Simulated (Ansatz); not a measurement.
A nudged elastic band was laid between two geometries of BFH₃N (6 atoms, charge 0, multiplicity 1).

Level of theory: RHF/cc-pVDZ (Ansatz 0.2.0).

* movable images: 5
* climbing image: yes
* spring: 5.0 eV/Å²
* optimiser: quadratic models (default)
* start path: through a guess of the saddle point
* force threshold: 0.05 eV/Å
* iteration limit: 60
* end points: relaxed

Initial state:

```xyz
6
Properties=species:S:1:pos:R:3
B 0.455 0.021 0.120
N 0.728 -0.016 1.480
H 0.014 -0.132 2.170
H 1.651 0.072 1.845
H 1.317 0.162 -0.698
F -0.816 -0.107 -0.295
```

Final state:

```xyz
6
Properties=species:S:1:pos:R:3
B -0.518 -0.123 -1.222
N 1.118 0.149 1.382
H 0.731 0.635 2.175
H 1.543 -0.689 1.745
H 1.872 0.722 1.037
F -1.395 -0.693 -0.493
```

**Question.** Which bonds break or form, and what moves?

**Answer.** Bonds broken: B1–N2, B1–H5. Bonds formed: N2–H5. BFH3N becomes BF + H3N.

**Question.** Give the energies along the band, and the barrier.

**Answer.** It converged. The highest image is number 2 of 0 to 6, 5.30 eV above the first end and 1.91 eV above the last; the last end lies 3.40 eV above the first. Neighbouring images differ by up to 4.2 eV, so the band resolves the path poorly. A vibrational analysis at the climbing image gives one clearly imaginary mode, 1998i cm⁻¹: a first-order saddle point. The orbitals stay closed-shell, which can raise the energy where a bond breaks towards radicals; this wasn't checked here.

| image | path coordinate (Å) | energy (eV) | B1–N2 (Å) | B1–H5 (Å) | N2–H5 (Å) |
| --- | --- | --- | --- | --- | --- |
| 0 | 0.00 | 0.00 | 1.39 | 1.20 | 2.26 |
| 1 | 0.80 | 1.13 | 1.38 | 1.18 | 1.97 |
| 2 | 1.59 | 5.30 | 1.52 | 1.40 | 1.25 |
| 3 | 2.26 | 3.83 | 1.92 | 2.14 | 1.01 |
| 4 | 2.92 | 3.47 | 2.54 | 2.89 | 1.01 |
| 5 | 3.59 | 3.40 | 3.07 | 3.48 | 1.01 |
| 6 | 4.25 | 3.40 | 3.09 | 3.40 | 1.01 |

**Question.** What is the geometry of the highest image?

**Answer.** 
```xyz
6
Properties=species:S:1:pos:R:3
B 0.371 -0.336 -0.165
N 0.802 0.042 1.238
H 0.180 0.389 1.966
H 1.639 -0.391 1.587
H 1.323 0.606 0.251
F -0.966 -0.309 -0.253
```

Time of the run: 54 s on 1 thread of Arm Neoverse V1 (shared host), peak memory 0.091 GiB.
